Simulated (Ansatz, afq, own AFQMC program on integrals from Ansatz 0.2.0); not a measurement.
**BH⁻, doublet in aug-cc-pVDZ along one coordinate**

```csv
atom,x (Å),y (Å),z (Å)
B,0.0000,0.0000,0.0000
H,0.0000,0.0000,1.2628
```

The B1–H2 distance is changed with both sides rigid. Energies in mEh count from this geometry (1.263 Å) at the same level; the start stands on ROHF, each point on the determinant named.

Basis aug-cc-pVDZ. Noble-gas cores (and the filled d shells of Ga–Kr and In–Xe) are frozen. Integrals, coupled cluster, full CI and functionals: Ansatz 0.2.0; the random walks run on the same integrals in our own AFQMC program. The CISD trial takes its coefficients from CCSD amplitudes. Released means that phaseless walkers are propagated on without the constraint, phases kept. Error bars are statistical, one sigma.

Cautions, each for one point or more: a spin-contaminated unrestricted determinant lies lower; an unrestricted solution with more broken spin lies lower; strong correlation; unrestricted determinant spin contaminated.

```tsv
r(B1–H2) / Å	det.	T1	weight	⟨S²⟩	r2SCAN	CCSD	CCSD(T)
1.128	ROHF	0.025	0.91	pure	7.0§	7.8	8.0
1.359	ROHF	0.021	0.90	pure	2.1§	1.7	1.6
1.732	UHF	0.031	0.89	0.76	27.5	26.6	26.1
2.366	UHF	0.052	0.86	0.86	65.8	62.8	62.2
3.426	ROHF	0.051	0.86	pure	90.1§	87.1	87.8
```

(1) Estimate the curve of full CI, counted from the same start.

Answers

(1) 
```
r(B1–H2) / Å  det.     T1  weight  ⟨S²⟩   FCI  ph-AFQMC/CISD  CCSDT(Q)
       1.128  ROHF  0.025    0.91  pure   8.0     7.9 ± 0.09       8.0
       1.359  ROHF  0.021    0.90  pure   1.6      1.6 ± 0.1       1.6
       1.732   UHF  0.031    0.89  0.76  25.8     25.8 ± 0.1      25.8
       2.366   UHF  0.052    0.86  0.86  61.2     61.8 ± 0.1      61.2
       3.426  ROHF  0.051    0.86  pure  87.0     87.3 ± 0.1      87.0
```

Weight is that of the determinant in the CISD state; at the start T1 is 0.023 and the weight 0.90. § marks a functional whose ⟨S²⟩ is too high by over 0.1 (r2SCAN at the start too). Largest departures from full CI: CCSD(T) 1.0 mEh at 2.366 (on UHF), ph-AFQMC/CISD 0.5 mEh at 2.366 (on UHF), CCSDT(Q) 0.0 mEh at 3.426 (on ROHF), CCSD 1.6 mEh at 2.366 (on UHF). The functionals aren't scored here. In this small basis the wave-function levels are far from their limit, so their gap to the functionals isn't the functionals' error. In total energy ph-AFQMC/CISD lies 19.9 ± 1.8 meV above full CI at the start, so its agreement along the curve rests in part on cancellation.

CCSDT and higher add their correlation energy to the determinant of the CCSD(T) run, since their own runs factorise the integrals more tightly (a shift of under 2 meV). A walk keeps the symmetry of its determinant, which the program's search chose and which needn't be the lowest solution, so a lower state of the same spin and another symmetry isn't excluded.
